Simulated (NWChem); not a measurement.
System meant: CS; SMILES [S+]#[C-]

Input file for NWChem:

```
start job
memory heap 200 mb stack 900 mb global 1100 mb
geometry units angstroms noautoz
  C      0.000000     0.000000    -1.110357
  S      0.000000     0.000000     0.418932
end
basis spherical
  C library def2-svp
  S library def2-svp
end
dft
  odft
  mult 2
  xc xpbe96 cpbe96
  iterations 150
  mulliken
end
task dft energy
```

End of the output:

```
 ==============================================================================
                                internuclear distances
 ------------------------------------------------------------------------------
       center one      |      center two      | atomic units |  angstroms
 ------------------------------------------------------------------------------
    2 S                |   1 C                |     2.88994  |     1.52929
 ------------------------------------------------------------------------------
                         number of included internuclear distances:          1
 ==============================================================================

 Summary of "ao basis" -> "" (spherical)
 ------------------------------------------------------------------------------
       Tag                 Description            Shells   Functions and Types
 ---------------- ------------------------------  ------  ---------------------
 C                          def2-svp                 6       14   3s2p1d
 S                          def2-svp                 8       18   4s3p1d

  pbe96 is a nonlocal functional; adding pw91lda local functional.

                                 NWChem DFT Module
                                 -----------------

 Summary of "ao basis" -> "ao basis" (spherical)
 ------------------------------------------------------------------------------
       Tag                 Description            Shells   Functions and Types
 ---------------- ------------------------------  ------  ---------------------
 C                          def2-svp                 6       14   3s2p1d
 S                          def2-svp                 8       18   4s3p1d

      Symmetry analysis of basis
      --------------------------

        a1         14
        a2          0
        b1          2
        b2          2
        e          14

  number of electrons :                   22
  multiplicity        :                    2
 ------------------------------------------------------------------------
  no. of electrons and multiplicity not compatible                  22
 ------------------------------------------------------------------------
 ------------------------------------------------------------------------
  current input line :
    18: task dft energy
 ------------------------------------------------------------------------
 ------------------------------------------------------------------------
 There is an error in the input file
 ------------------------------------------------------------------------
 For more information see the NWChem manual at https://nwchemgit.github.io

0: no. of electrons and multiplicity not compatible:Received an Error in Communication
```

### Question
What is wrong, and how is it mended?

### Answer
The program refused the input. Cause: the multiplicity doesn't fit the number of electrons (an even count wants an odd multiplicity, and the reverse). This input runs:
```
start job
memory heap 200 mb stack 900 mb global 1100 mb
geometry units angstroms noautoz
  C      0.000000     0.000000    -1.110357
  S      0.000000     0.000000     0.418932
end
basis spherical
  * library def2-svp
end
dft
  xc xpbe96 cpbe96
  iterations 150
  mulliken
end
task dft energy
```
It converges to -435.83794 Ha (PBE/def2-SVP).
